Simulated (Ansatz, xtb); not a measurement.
**Relaxing a trial structure of AlH3Si2**

The starting geometry of this gas-phase triplet was built from a drawn formula by distance geometry and a force field; its bonds are those of `[Al][SiH]=[SiH2]`.

```xyz
6

Al   -3.7034   -2.1227    0.0676
Si   -3.1200   -0.1384    1.1950
Si   -1.2219    0.2385    1.6239
H    -4.1531    0.8682    1.5242
H    -0.1291   -0.7184    1.2889
H    -0.8329    1.4556    2.3599
```

Question: Predict what it relaxes into with r2SCAN-D4/def2-SVP.

Answer: A new bond forms, giving a structure given below by its coordinates. Distances that change by over a tenth: Si2–Si3 (1.98 → 2.37 Å). Contacts that close: Al1–Si3 (3.76 → 2.56 Å).

The energy falls by 1.64 eV over 29 steps:

```
step  E − E(last) (eV)
   1             1.638
   4             1.188
   7             1.069
  10             0.733
  13             0.696
  17             0.622
  20             0.229
  23             0.152
  26             0.018
  29             0.000
```

Final geometry (Å):

```yaml
atoms:
  - { symbol: Al, position_ang: [-3.2635, -1.6134, 1.0152] }
  - { symbol: Si, position_ang: [-3.6651, 0.5754, 1.8848] }
  - { symbol: Si, position_ang: [-1.3832, 0.0322, 1.5535] }
  - { symbol: H, position_ang: [-3.7672, 0.1902, 0.3326] }
  - { symbol: H, position_ang: [-0.5078, 0.6217, 0.4911] }
  - { symbol: H, position_ang: [-0.5737, -0.2234, 2.7824] }
```

From the same start GFN2-xTB ends elsewhere, differing in Al1–Si3 (4.72 against 2.56 Å here), Al1–H4 (1.67 against 1.99 Å here), Si2–H4 (2.69 against 1.60 Å here).

The end wasn't checked by frequencies. Open shells are spin-unrestricted. The triplet needn't be the ground state. Run with Ansatz 0.2.0, 5.7 min on 1 thread of Arm Neoverse V1 (shared host).
